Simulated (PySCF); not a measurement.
Na2, SMILES [Na][Na].

Geometry optimised at PBE-D3(BJ)/def2-TZVPD.

Two levels are set side by side: TDA-PBE/def2-TZVPD (PySCF) and TDA-ωB97X/def2-TZVPD (PySCF). Vertical, same geometry. The lowest singlet is HOMO→LUMO 88 % with PBE and HOMO→LUMO 98 % with the other functional; states are paired by order. Differences are taken from unrounded values.

| quantity | TDA-ωB97X |
|---|---|
| lowest singlet excitation (eV) | 2.08 |
| lowest triplet excitation (TDA) (eV) | 1.46 |
| first bright state (f over 0.05) (eV) | 2.08 |
| its oscillator strength | 0.88 |

**Question.** What does TDA-PBE give, and how far is it from TDA-ωB97X? (The exact figures need the calculation; the answer reports its results.)

**Answer.** 
| quantity | TDA-PBE | TDA-PBE minus TDA-ωB97X |
|---|---|---|
| lowest singlet excitation (eV) | 2.29 | 0.21 |
| lowest triplet excitation (TDA) (eV) | 0.93 | -0.53 |
| first bright state (f over 0.05) (eV) | 2.29 | 0.21 |
| its oscillator strength | 0.98 | 0.10 |

Rough cost on one machine, each run with all the roots and properties that it gave: TDA-ωB97X against TDA-PBE about 2 times.
